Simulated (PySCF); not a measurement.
# H4OF+, a complex of two parts: interaction energy, part 3 of 3

PySCF 2.14.0. Atoms count from 0, parts from 1. Earlier steps stand in the parts before.

### 8 Coupled-cluster interaction energy: CCSD(T) and MP2, 1.31 Å

What the job is given:

```
{"job": {"kind": "intercc", "basis": "aug-cc-pVDZ", "basis_mid": "aug-cc-pVTZ", "basis_large": "aug-cc-pVQZ"}, "charge": 1, "multiplicity": 1, "parts": [{"atoms": "0-3", "charge": 1, "multiplicity": 1}, {"atoms": "4-5", "charge": 0, "multiplicity": 1}]}
O     -0.040022    -0.067375     0.189636
H     -0.570605     0.649931    -0.201920
H      0.156976    -0.819975    -0.477963
H      0.768735     0.285361     0.603402
F      0.463250    -1.718525    -1.375850
H      0.192278    -2.611464    -1.408795
```

Level: CCSD(T)/aug-cc-pVDZ and MP2/aug-cc-pVTZ, aug-cc-pVQZ counterpoise interaction energy, frozen core, gas phase.

The log of the run:

```text
part 1, own basis, geometry of the cluster: E = -76.3368010132 (as before)

part 2, own basis, geometry of the cluster: E = -100.0600372273 (as before)

part 1, own basis, relaxed alone: E = -76.3397527771 (as before)

part 2, own basis, relaxed alone: E = -100.0608783387 (as before)

cluster
final grid: 4656 points
cycle   1  E = -176.4187933788  dE = -3.558e-02  |g| = 8.639e-02  |ddm| = 1.079e+00
cycle   2  E = -176.4215226354  dE = -2.729e-03  |g| = 3.057e-02  |ddm| = 1.990e-01
cycle   3  E = -176.4218985070  dE = -3.759e-04  |g| = 1.288e-02  |ddm| = 7.205e-02
cycle   4  E = -176.4219458005  dE = -4.729e-05  |g| = 3.523e-03  |ddm| = 2.437e-02
cycle   5  E = -176.4219490139  dE = -3.213e-06  |g| = 6.269e-04  |ddm| = 6.313e-03
cycle   6  E = -176.4219491679  dE = -1.540e-07  |g| = 1.375e-04  |ddm| = 1.758e-03
cycle   7  E = -176.4219491731  dE = -5.171e-09  |g| = 5.133e-05  |ddm| = 2.668e-04
cycle   8  E = -176.4219491739  dE = -7.939e-10  |g| = 9.038e-06  |ddm| = 9.968e-05
converged SCF energy = -176.4219491739

part 1 in the basis of the cluster
final grid: 4656 points
cycle   1  E = -76.3369024093  dE = -1.057e-04  |g| = 2.004e-03  |ddm| = 4.750e-01
cycle   2  E = -76.3369033210  dE = -9.117e-07  |g| = 2.116e-04  |ddm| = 4.647e-02
cycle   3  E = -76.3369033341  dE = -1.310e-08  |g| = 1.628e-05  |ddm| = 5.783e-03
cycle   4  E = -76.3369033342  dE = -9.263e-11  |g| = 6.131e-06  |ddm| = 2.089e-04
converged SCF energy = -76.3369033342

part 2 in the basis of the cluster
final grid: 4656 points
cycle   1  E = -100.0602939200  dE = -2.570e-04  |g| = 3.923e-03  |ddm| = 4.527e-01
cycle   2  E = -100.0602973479  dE = -3.428e-06  |g| = 5.152e-04  |ddm| = 5.492e-02
cycle   3  E = -100.0602974301  dE = -8.221e-08  |g| = 7.946e-05  |ddm| = 9.481e-03
cycle   4  E = -100.0602974316  dE = -1.455e-09  |g| = 3.918e-05  |ddm| = 6.313e-04
cycle   5  E = -100.0602974319  dE = -3.077e-10  |g| = 7.403e-06  |ddm| = 1.713e-04
converged SCF energy = -100.0602974319

Interaction energy (kcal/mol)
  counterpoise      -17.087
  uncorrected       -18.149
  dispersion part     0.000
  deformation         1.171
  binding           -15.916

Decomposition of the uncorrected value (kcal/mol)
  electrostatic     -25.834
  Pauli              34.380
  orbital           -24.305
  dispersion          0.000
  correlation        -2.388

Charge of each part in the cluster: 0.924 0.076
part 1, own basis, geometry of the cluster: E = -76.3424239072 (as before)

part 2, own basis, geometry of the cluster: E = -100.0674563463 (as before)

part 1, own basis, relaxed alone: E = -76.3454432761 (as before)

part 2, own basis, relaxed alone: E = -100.0683487845 (as before)

cluster
final grid: 4656 points
cycle   1  E = -176.4318091384  dE = -3.551e-02  |g| = 8.664e-02  |ddm| = 1.234e+00
cycle   2  E = -176.4345711572  dE = -2.762e-03  |g| = 3.125e-02  |ddm| = 1.776e-01
cycle   3  E = -176.4349520158  dE = -3.809e-04  |g| = 1.294e-02  |ddm| = 6.508e-02
cycle   4  E = -176.4350009182  dE = -4.890e-05  |g| = 3.685e-03  |ddm| = 2.383e-02
cycle   5  E = -176.4350041851  dE = -3.267e-06  |g| = 6.561e-04  |ddm| = 5.753e-03
cycle   6  E = -176.4350043503  dE = -1.653e-07  |g| = 1.397e-04  |ddm| = 1.544e-03
cycle   7  E = -176.4350043557  dE = -5.333e-09  |g| = 5.248e-05  |ddm| = 2.726e-04
cycle   8  E = -176.4350043565  dE = -8.116e-10  |g| = 9.420e-06  |ddm| = 1.041e-04
converged SCF energy = -176.4350043565

part 1 in the basis of the cluster
final grid: 4656 points
cycle   1  E = -76.3424479782  dE = -2.893e-05  |g| = 9.316e-04  |ddm| = 5.054e-01
cycle   2  E = -76.3424481673  dE = -1.891e-07  |g| = 8.600e-05  |ddm| = 4.076e-02
cycle   3  E = -76.3424481694  dE = -2.167e-09  |g| = 4.727e-06  |ddm| = 4.235e-03
cycle   4  E = -76.3424481695  dE = -7.617e-12  |g| = 7.095e-07  |ddm| = 1.409e-04
converged SCF energy = -76.3424481695

part 2 in the basis of the cluster
final grid: 4656 points
cycle   1  E = -100.0675716237  dE = -1.151e-04  |g| = 2.367e-03  |ddm| = 6.408e-01
cycle   2  E = -100.0675728259  dE = -1.202e-06  |g| = 2.804e-04  |ddm| = 5.748e-02
cycle   3  E = -100.0675728503  dE = -2.438e-08  |g| = 2.824e-05  |ddm| = 7.491e-03
cycle   4  E = -100.0675728506  dE = -2.951e-10  |g| = 1.161e-05  |ddm| = 4.854e-04
converged SCF energy = -100.0675728506

Interaction energy (kcal/mol)
  counterpoise      -17.575
  uncorrected       -18.197
  dispersion part     0.000
  deformation         1.304
  binding           -16.271

Decomposition of the uncorrected value (kcal/mol)
  electrostatic     -25.931
  Pauli              34.453
  orbital           -24.290
  dispersion          0.000
  correlation        -2.428

Charge of each part in the cluster: 0.924 0.076
part 1 in the basis of the cluster: E(HF) = -76.315087345  E2 = -0.214127063  E(CCSD corr) = -0.224807630  (T) = -0.004471297
part 2 in the basis of the cluster: E(HF) = -100.033122456  E2 = -0.224688179  E(CCSD corr) = -0.228314566  (T) = -0.004410201
cluster: E(HF) = -176.371336738  E2 = -0.440077666  E(CCSD corr) = -0.453501584  (T) = -0.009355634

Counterpoise interaction energy (kcal/mol)
  hf_small                 -14.512
  mp2_small                -15.305
  ccsd_small               -14.750
  ccsdt_small              -15.048
  hf_large                 -15.677
  mp2_large                -17.575
  hf_middle                -15.530
  mp2_middle               -17.087
  scs_mp2_large            -16.523
  mp2_limit                -17.823
  ccsdt_less_mp2             0.257
  ccsdt_limit_estimate     -17.567
  bsse_mp2_large             0.622
```

It took 44 s on 1 thread of Arm Neoverse N1, shared host; peak memory 0.52 GiB.

Contacts at this geometry (a selection, picked against the atoms' radii; other short pairs can be missing):

```tsv
atoms	distance (Å)	kind (by distance and angle)	angle (°)
H2···F4	1.31	hydrogen bond	176
```

Differences are taken before rounding.

```tsv
method	interaction energy (kcal/mol)	from CCSD(T), limit estimate (kcal/mol)
HF/aug-cc-pVDZ	-14.51	+3.05
MP2/aug-cc-pVDZ	-15.30	+2.26
CCSD/aug-cc-pVDZ	-14.75	+2.82
CCSD(T)/aug-cc-pVDZ	-15.05	+2.52
HF/aug-cc-pVQZ	-15.68	+1.89
MP2/aug-cc-pVQZ	-17.57	-0.01
SCS-MP2/aug-cc-pVQZ	-16.52	+1.04
MP2, extrapolated	-17.82	-0.26
CCSD(T), limit estimate	-17.57	0
```

These energies keep the parts at their geometry in the cluster; deforming them to it costs 1.30 kcal/mol (MP2).

### 9 Coupled-cluster interaction energy: CCSD(T) and MP2, 2.18 Å

Settings changed since step 8:

```diff
@@ -5,3 +5,3 @@
 H      0.768735     0.285361     0.603402
-F      0.463250    -1.718525    -1.375850
-H      0.192278    -2.611464    -1.408795
+F      0.667434    -2.317558    -1.974441
+H      0.396460    -3.210498    -2.007386
```

Method: CCSD(T)/aug-cc-pVDZ and MP2/aug-cc-pVTZ, aug-cc-pVQZ counterpoise interaction energy, frozen core, gas phase.

The log of the run:

```text
part 1, own basis, geometry of the cluster: E = -76.3368010132 (as before)

part 2, own basis, geometry of the cluster: E = -100.0600372273 (as before)

part 1, own basis, relaxed alone: E = -76.3397527771 (as before)

part 2, own basis, relaxed alone: E = -100.0608783387 (as before)

cluster
final grid: 4656 points
cycle   1  E = -176.4159079770  dE = -4.107e-03  |g| = 2.880e-02  |ddm| = 3.979e-01
cycle   2  E = -176.4162317223  dE = -3.237e-04  |g| = 1.195e-02  |ddm| = 6.589e-02
cycle   3  E = -176.4162753436  dE = -4.362e-05  |g| = 5.397e-03  |ddm| = 2.131e-02
cycle   4  E = -176.4162862625  dE = -1.092e-05  |g| = 1.088e-03  |ddm| = 1.131e-02
cycle   5  E = -176.4162867850  dE = -5.225e-07  |g| = 2.119e-04  |ddm| = 2.489e-03
cycle   6  E = -176.4162868072  dE = -2.218e-08  |g| = 4.288e-05  |ddm| = 5.467e-04
cycle   7  E = -176.4162868077  dE = -5.338e-10  |g| = 1.691e-05  |ddm| = 8.049e-05
converged SCF energy = -176.4162868077

part 1 in the basis of the cluster
final grid: 4656 points
cycle   1  E = -76.3368372518  dE = -3.689e-05  |g| = 1.107e-03  |ddm| = 1.907e-01
cycle   2  E = -76.3368376141  dE = -3.623e-07  |g| = 1.246e-04  |ddm| = 1.967e-02
cycle   3  E = -76.3368376196  dE = -5.493e-09  |g| = 9.143e-06  |ddm| = 2.486e-03
cycle   4  E = -76.3368376196  dE = -3.911e-11  |g| = 2.559e-06  |ddm| = 7.331e-05
converged SCF energy = -76.3368376196

part 2 in the basis of the cluster
final grid: 4656 points
cycle   1  E = -100.0601461309  dE = -1.093e-04  |g| = 2.435e-03  |ddm| = 3.059e-01
cycle   2  E = -100.0601475325  dE = -1.402e-06  |g| = 3.129e-04  |ddm| = 2.866e-02
cycle   3  E = -100.0601475629  dE = -3.035e-08  |g| = 3.857e-05  |ddm| = 3.694e-03
cycle   4  E = -100.0601475634  dE = -4.715e-10  |g| = 2.025e-05  |ddm| = 2.615e-04
converged SCF energy = -100.0601475634

Interaction energy (kcal/mol)
  counterpoise      -12.210
  uncorrected       -12.530
  dispersion part     0.000
  deformation         1.171
  binding           -11.039

Decomposition of the uncorrected value (kcal/mol)
  electrostatic     -10.334
  Pauli               0.944
  orbital            -2.815
  dispersion          0.000
  correlation        -0.326

Charge of each part in the cluster: 0.990 0.010
part 1, own basis, geometry of the cluster: E = -76.3424239072 (as before)

part 2, own basis, geometry of the cluster: E = -100.0674563463 (as before)

part 1, own basis, relaxed alone: E = -76.3454432761 (as before)

part 2, own basis, relaxed alone: E = -100.0683487845 (as before)

cluster
final grid: 4656 points
cycle   1  E = -176.4289217868  dE = -4.108e-03  |g| = 2.913e-02  |ddm| = 4.614e-01
cycle   2  E = -176.4292523357  dE = -3.305e-04  |g| = 1.226e-02  |ddm| = 6.310e-02
cycle   3  E = -176.4292969087  dE = -4.457e-05  |g| = 5.475e-03  |ddm| = 1.942e-02
cycle   4  E = -176.4293081203  dE = -1.121e-05  |g| = 1.151e-03  |ddm| = 1.091e-02
cycle   5  E = -176.4293086650  dE = -5.448e-07  |g| = 2.249e-04  |ddm| = 2.529e-03
cycle   6  E = -176.4293086900  dE = -2.493e-08  |g| = 4.270e-05  |ddm| = 5.835e-04
cycle   7  E = -176.4293086905  dE = -5.456e-10  |g| = 1.735e-05  |ddm| = 8.586e-05
converged SCF energy = -176.4293086905

part 1 in the basis of the cluster
final grid: 4656 points
cycle   1  E = -76.3424358213  dE = -1.276e-05  |g| = 6.228e-04  |ddm| = 1.612e-01
cycle   2  E = -76.3424359243  dE = -1.030e-07  |g| = 6.284e-05  |ddm| = 1.311e-02
cycle   3  E = -76.3424359256  dE = -1.275e-09  |g| = 3.177e-06  |ddm| = 1.396e-03
cycle   4  E = -76.3424359256  dE = -4.192e-12  |g| = 7.019e-07  |ddm| = 3.405e-05
converged SCF energy = -76.3424359256

part 2 in the basis of the cluster
final grid: 4656 points
cycle   1  E = -100.0675064810  dE = -5.027e-05  |g| = 1.515e-03  |ddm| = 3.894e-01
cycle   2  E = -100.0675070408  dE = -5.598e-07  |g| = 1.856e-04  |ddm| = 3.759e-02
cycle   3  E = -100.0675070523  dE = -1.147e-08  |g| = 2.141e-05  |ddm| = 4.796e-03
cycle   4  E = -100.0675070524  dE = -1.443e-10  |g| = 1.078e-05  |ddm| = 2.242e-04
converged SCF energy = -100.0675070524

Interaction energy (kcal/mol)
  counterpoise      -12.302
  uncorrected       -12.444
  dispersion part     0.000
  deformation         1.304
  binding           -10.998

Decomposition of the uncorrected value (kcal/mol)
  electrostatic     -10.316
  Pauli               0.944
  orbital            -2.821
  dispersion          0.000
  correlation        -0.252

Charge of each part in the cluster: 0.990 0.010
part 1 in the basis of the cluster: E(HF) = -76.314969240  E2 = -0.213680554  E(CCSD corr) = -0.224388336  (T) = -0.004429828
part 2 in the basis of the cluster: E(HF) = -100.032651030  E2 = -0.223522268  E(CCSD corr) = -0.227138885  (T) = -0.004269056
cluster: E(HF) = -176.366943155  E2 = -0.437160015  E(CCSD corr) = -0.451348812  (T) = -0.008771228

Counterpoise interaction energy (kcal/mol)
  hf_small                 -12.125
  mp2_small                -12.098
  ccsd_small               -12.013
  ccsdt_small              -12.059
  hf_large                 -12.152
  mp2_large                -12.302
  hf_middle                -12.112
  mp2_middle               -12.210
  scs_mp2_large            -12.104
  mp2_limit                -12.339
  ccsdt_less_mp2             0.040
  ccsdt_limit_estimate     -12.299
  bsse_mp2_large             0.142
```

Wall time 44 s (1 thread of Arm Neoverse N1, shared host); peak memory 0.52 GiB.

Contacts at this geometry (a selection, picked against the atoms' radii; other short pairs can be missing):

```tsv
atoms	distance (Å)	kind (by distance and angle)	angle (°)
H2···F4	2.18	hydrogen bond	176
```

```tsv
method	interaction energy (kcal/mol)	from CCSD(T), limit estimate (kcal/mol)
HF/aug-cc-pVDZ	-12.13	+0.17
MP2/aug-cc-pVDZ	-12.10	+0.20
CCSD/aug-cc-pVDZ	-12.01	+0.29
CCSD(T)/aug-cc-pVDZ	-12.06	+0.24
HF/aug-cc-pVQZ	-12.15	+0.15
MP2/aug-cc-pVQZ	-12.30	0.00
SCS-MP2/aug-cc-pVQZ	-12.10	+0.20
MP2, extrapolated	-12.34	-0.04
CCSD(T), limit estimate	-12.30	0
```

These energies keep the parts at their geometry in the cluster; deforming them to it costs 1.30 kcal/mol (MP2).

### 10 Coupled-cluster interaction energy: CCSD(T) and MP2, 2.90 Å

Settings changed since step 9:

```diff
@@ -5,3 +5,3 @@
 H      0.768735     0.285361     0.603402
-F      0.667434    -2.317558    -1.974441
-H      0.396460    -3.210498    -2.007386
+F      0.837586    -2.816753    -2.473267
+H      0.566613    -3.709692    -2.506212
```

With the program's defaults for keys left out, this is: CCSD(T)/aug-cc-pVDZ and MP2/aug-cc-pVTZ, aug-cc-pVQZ counterpoise interaction energy, frozen core, gas phase.

The log of the run:

```text
part 1, own basis, geometry of the cluster: E = -76.3368010132 (as before)

part 2, own basis, geometry of the cluster
final grid: 16976 points
cycle   1  E = -100.0319486815  dE = -1.795e-01  |g| = 4.025e-01  |ddm| = 1.960e+00
cycle   2  E = -100.0529342023  dE = -2.099e-02  |g| = 2.403e-01  |ddm| = 6.576e-01
cycle   3  E = -100.0598964978  dE = -6.962e-03  |g| = 2.369e-02  |ddm| = 2.222e-01
cycle   4  E = -100.0600179194  dE = -1.214e-04  |g| = 6.558e-03  |ddm| = 2.973e-02
cycle   5  E = -100.0600356629  dE = -1.774e-05  |g| = 1.591e-03  |ddm| = 1.268e-02
cycle   6  E = -100.0600371872  dE = -1.524e-06  |g| = 2.484e-04  |ddm| = 4.508e-03
cycle   7  E = -100.0600372271  dE = -3.982e-08  |g| = 2.146e-05  |ddm| = 8.488e-04
cycle   8  E = -100.0600372273  dE = -2.227e-10  |g| = 2.412e-06  |ddm| = 4.803e-05
converged SCF energy = -100.0600372273

part 1, own basis, relaxed alone: E = -76.3397527771 (as before)

part 2, own basis, relaxed alone: E = -100.0608783387 (as before)

cluster
final grid: 4656 points
cycle   1  E = -176.4082427423  dE = -1.316e-03  |g| = 1.681e-02  |ddm| = 2.144e-01
cycle   2  E = -176.4083384248  dE = -9.568e-05  |g| = 7.214e-03  |ddm| = 4.029e-02
cycle   3  E = -176.4083513177  dE = -1.289e-05  |g| = 2.942e-03  |ddm| = 1.189e-02
cycle   4  E = -176.4083546301  dE = -3.312e-06  |g| = 5.630e-04  |ddm| = 6.463e-03
cycle   5  E = -176.4083547938  dE = -1.637e-07  |g| = 1.169e-04  |ddm| = 1.306e-03
cycle   6  E = -176.4083548011  dE = -7.298e-09  |g| = 2.280e-05  |ddm| = 3.120e-04
cycle   7  E = -176.4083548013  dE = -1.928e-10  |g| = 9.765e-06  |ddm| = 4.964e-05
converged SCF energy = -176.4083548013

part 1 in the basis of the cluster
final grid: 4656 points
cycle   1  E = -76.3368168933  dE = -1.645e-05  |g| = 7.117e-04  |ddm| = 1.494e-01
cycle   2  E = -76.3368170624  dE = -1.692e-07  |g| = 8.174e-05  |ddm| = 1.468e-02
cycle   3  E = -76.3368170649  dE = -2.498e-09  |g| = 6.627e-06  |ddm| = 1.794e-03
cycle   4  E = -76.3368170649  dE = -1.401e-11  |g| = 3.198e-06  |ddm| = 4.007e-05
converged SCF energy = -76.3368170649

part 2 in the basis of the cluster
final grid: 4656 points
cycle   1  E = -100.0600581365  dE = -2.111e-05  |g| = 8.273e-04  |ddm| = 9.920e-02
cycle   2  E = -100.0600583178  dE = -1.814e-07  |g| = 8.855e-05  |ddm| = 8.932e-03
cycle   3  E = -100.0600583206  dE = -2.790e-09  |g| = 1.081e-05  |ddm| = 1.103e-03
cycle   4  E = -100.0600583207  dE = -2.643e-11  |g| = 5.680e-06  |ddm| = 4.961e-05
converged SCF energy = -100.0600583207

Interaction energy (kcal/mol)
  counterpoise       -6.980
  uncorrected        -7.077
  dispersion part     0.000
  deformation         1.171
  binding            -5.810

Decomposition of the uncorrected value (kcal/mol)
  electrostatic      -6.378
  Pauli               0.047
  orbital            -0.896
  dispersion          0.000
  correlation         0.150

Charge of each part in the cluster: 0.998 0.002
part 1, own basis, geometry of the cluster: E = -76.3424239072 (as before)

part 2, own basis, geometry of the cluster
final grid: 16976 points
cycle   1  E = -100.0391317372  dE = -1.802e-01  |g| = 4.060e-01  |ddm| = 2.114e+00
cycle   2  E = -100.0602531898  dE = -2.112e-02  |g| = 2.429e-01  |ddm| = 6.038e-01
cycle   3  E = -100.0673139146  dE = -7.061e-03  |g| = 2.412e-02  |ddm| = 2.186e-01
cycle   4  E = -100.0674364882  dE = -1.226e-04  |g| = 6.762e-03  |ddm| = 2.739e-02
cycle   5  E = -100.0674546794  dE = -1.819e-05  |g| = 1.657e-03  |ddm| = 1.167e-02
cycle   6  E = -100.0674562974  dE = -1.618e-06  |g| = 2.741e-04  |ddm| = 4.063e-03
cycle   7  E = -100.0674563460  dE = -4.861e-08  |g| = 2.541e-05  |ddm| = 8.826e-04
cycle   8  E = -100.0674563463  dE = -3.311e-10  |g| = 2.790e-06  |ddm| = 7.851e-05
converged SCF energy = -100.0674563463

part 1, own basis, relaxed alone: E = -76.3454432761 (as before)

part 2, own basis, relaxed alone: E = -100.0683487845 (as before)

cluster
final grid: 4656 points
cycle   1  E = -176.4212543395  dE = -1.299e-03  |g| = 1.689e-02  |ddm| = 2.498e-01
cycle   2  E = -176.4213509583  dE = -9.662e-05  |g| = 7.383e-03  |ddm| = 4.015e-02
cycle   3  E = -176.4213640143  dE = -1.306e-05  |g| = 2.973e-03  |ddm| = 1.138e-02
cycle   4  E = -176.4213673959  dE = -3.382e-06  |g| = 5.924e-04  |ddm| = 6.621e-03
cycle   5  E = -176.4213675645  dE = -1.686e-07  |g| = 1.228e-04  |ddm| = 1.298e-03
cycle   6  E = -176.4213675726  dE = -8.048e-09  |g| = 2.308e-05  |ddm| = 3.143e-04
cycle   7  E = -176.4213675728  dE = -1.999e-10  |g| = 9.899e-06  |ddm| = 4.866e-05
converged SCF energy = -176.4213675728

part 1 in the basis of the cluster
final grid: 4656 points
cycle   1  E = -76.3424293290  dE = -6.172e-06  |g| = 4.183e-04  |ddm| = 1.136e-01
cycle   2  E = -76.3424293816  dE = -5.261e-08  |g| = 4.306e-05  |ddm| = 9.956e-03
cycle   3  E = -76.3424293823  dE = -6.438e-10  |g| = 2.013e-06  |ddm| = 1.081e-03
converged SCF energy = -76.3424293823

part 2 in the basis of the cluster
final grid: 4656 points
cycle   1  E = -100.0674753523  dE = -1.907e-05  |g| = 8.934e-04  |ddm| = 1.950e-01
cycle   2  E = -100.0674755557  dE = -2.034e-07  |g| = 1.062e-04  |ddm| = 1.816e-02
cycle   3  E = -100.0674755593  dE = -3.624e-09  |g| = 1.072e-05  |ddm| = 2.288e-03
cycle   4  E = -100.0674755594  dE = -3.637e-11  |g| = 5.377e-06  |ddm| = 9.825e-05
converged SCF energy = -100.0674755594

Interaction energy (kcal/mol)
  counterpoise       -6.999
  uncorrected        -7.044
  dispersion part     0.000
  deformation         1.304
  binding            -5.695

Decomposition of the uncorrected value (kcal/mol)
  electrostatic      -6.367
  Pauli               0.044
  orbital            -0.886
  dispersion          0.000
  correlation         0.165

Charge of each part in the cluster: 0.998 0.002
part 1 in the basis of the cluster: E(HF) = -76.314938683  E2 = -0.213606448  E(CCSD corr) = -0.224316691  (T) = -0.004420806
part 2 in the basis of the cluster: E(HF) = -100.032570679  E2 = -0.223345794  E(CCSD corr) = -0.226957546  (T) = -0.004231356
cluster: E(HF) = -176.358968410  E2 = -0.436506642  E(CCSD corr) = -0.450792517  (T) = -0.008614368

Counterpoise interaction energy (kcal/mol)
  hf_small                  -7.191
  mp2_small                 -6.911
  ccsd_small                -6.888
  ccsdt_small               -6.865
  hf_large                  -7.193
  mp2_large                 -6.999
  hf_middle                 -7.203
  mp2_middle                -6.981
  scs_mp2_large             -6.943
  mp2_limit                 -7.020
  ccsdt_less_mp2             0.046
  ccsdt_limit_estimate      -6.973
  bsse_mp2_large             0.045
```

It took 44 s on 1 thread of Arm Neoverse N1, shared host; peak memory 0.52 GiB.

Contacts at this geometry (a selection, picked against the atoms' radii; other short pairs can be missing):

```tsv
atoms	distance (Å)	kind (by distance and angle)	angle (°)
H2···F4	2.90	beyond van der Waals contact	–
```

```tsv
method	interaction energy (kcal/mol)	from CCSD(T), limit estimate (kcal/mol)
HF/aug-cc-pVDZ	-7.19	-0.22
MP2/aug-cc-pVDZ	-6.91	+0.06
CCSD/aug-cc-pVDZ	-6.89	+0.08
CCSD(T)/aug-cc-pVDZ	-6.86	+0.11
HF/aug-cc-pVQZ	-7.19	-0.22
MP2/aug-cc-pVQZ	-7.00	-0.03
SCS-MP2/aug-cc-pVQZ	-6.94	+0.03
MP2, extrapolated	-7.02	-0.05
CCSD(T), limit estimate	-6.97	0
```

These energies keep the parts at their geometry in the cluster; deforming them to it costs 1.30 kcal/mol (MP2).

### 11 The curve

Counterpoise interaction energies (kcal/mol):

```tsv
H2···F4 (Å)	HF	MP2 limit	CCSD(T) estimate	time
1.31	-15.68	-17.82	-17.57	44 s
1.38	-17.21	-19.16	-18.95	44 s
1.45	-17.91	-19.64	-19.48	49 s
1.52	-18.04	-19.56	-19.43	44 s
1.60	-17.80	-19.10	-19.00	44 s
1.81	-15.92	-16.68	-16.63	44 s
2.18	-12.15	-12.34	-12.30	44 s
2.90	-7.19	-7.02	-6.97	44 s
```

### 12 What came out

This closing draws on all 3 parts.

```
                            quantity                   value
                         point group                      Cs
rotational constants (main isotopes)  244.74, 8.03, 7.96 GHz
          CCSD(T) estimate at 1.31 Å         -17.57 kcal/mol
          CCSD(T) estimate at 1.38 Å         -18.95 kcal/mol
          CCSD(T) estimate at 1.45 Å         -19.48 kcal/mol
          CCSD(T) estimate at 1.52 Å         -19.43 kcal/mol
          CCSD(T) estimate at 1.60 Å         -19.00 kcal/mol
          CCSD(T) estimate at 1.81 Å         -16.63 kcal/mol
          CCSD(T) estimate at 2.18 Å         -12.30 kcal/mol
          CCSD(T) estimate at 2.90 Å          -6.97 kcal/mol
```

**Reading.** The start of the PBE0/def2-TZVPD relaxation was shaken at random by about 0.01 Å, so part of the energy gained, and of the first lengths quoted, undoes that. Over 7 steps the energy fell by 0.127 eV; of the close pairs, O0–H1 changed most, 1.010 to 0.974 Å. Along the rigid scan the CCSD(T) estimate is lowest at 1.45 Å (-19.48 kcal/mol), where MP2 at the limit misses it by -0.16 and Hartree-Fock by +1.57.
